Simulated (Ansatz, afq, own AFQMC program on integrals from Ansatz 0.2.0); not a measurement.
AlGeH2, quartet in cc-pVDZ, levels against CCSDT(Q)

```yaml
atoms:
  - { symbol: Ge, position_ang: [0.0000, -0.0264, 0.7295] }
  - { symbol: Al, position_ang: [0.0000, 0.0914, -1.8589] }
  - { symbol: H, position_ang: [0.0000, 1.2289, -0.4396] }
  - { symbol: H, position_ang: [0.0000, -1.7728, -2.3700] }
```

Connectivity, by distances: Ge–Al ··· H, 1 bridging H.

Basis cc-pVDZ. Noble-gas cores (and the filled d shells of Ga–Kr and In–Xe) are frozen. Ansatz 0.2.0 and our own AFQMC program on the same integrals; the CISD trial comes from CCSD amplitudes, and released means the phaseless constraint is let go. Error bars are statistical, one sigma. No spin–orbit coupling.

Determinant: UHF, the one that the program's search chose, which needn't be the lowest solution. The geometry is a point of a scan.

No full CI on the walks' own integrals is used here; CCSDT(Q) serves as the reference and is uncertain by about the last step of the cluster series.

Cautions: no relativity below Rb; no spin-orbit coupling; inner d shell frozen; lower spins were not checked; unrestricted determinant slightly spin contaminated (⟨S²⟩ 3.81 against 3.75).

- T1 diagnostic: 0.0327
- weight of the determinant in the CISD state: 0.862
- ⟨S²⟩ of the determinant: 3.814
- size of the correlated space: 9 electrons in 36 orbitals

| level | correlation energy (eV) |
| --- | --- |
| MP2 | -3.1358 |
| CCSD | -4.1122 |
| CCSD(T) | -4.2595 |

**Question.** Estimate where phaseless AFQMC with the Hartree–Fock trial lies against CCSD(T) on the same integrals.

**Answer.** 1.97 ± 0.82 kcal/mol below CCSD(T).

Reference: CCSDT(Q), correlation energy -4.312 eV. The released energy is read at 2.40 1/Eh (meV from the phaseless value at times in 1/Eh: -6 ± 8 at 0.24, -13 ± 8 at 0.51, -28 ± 9 at 0.99, -39 ± 10 at 1.62, -38 ± 12 at 2.40).

```
         level  E − E(reference) (kcal/mol)  share of correlation (%)
       CCSD(T)                         1.21                     98.79
         CCSDT                         0.20                     99.80
   ph-AFQMC/HF                 -0.76 ± 0.82                    100.77
 ph-AFQMC/CISD                  0.96 ± 0.22                     99.04
released AFQMC                  0.09 ± 0.28                     99.91
```

A walk keeps the symmetry of its determinant, which the program's search chose and which needn't be the lowest solution, so a lower state of the same spin and another symmetry isn't excluded. Released energies are given only where the last usable release times agree within the noise; a slower fall can still hide under it.
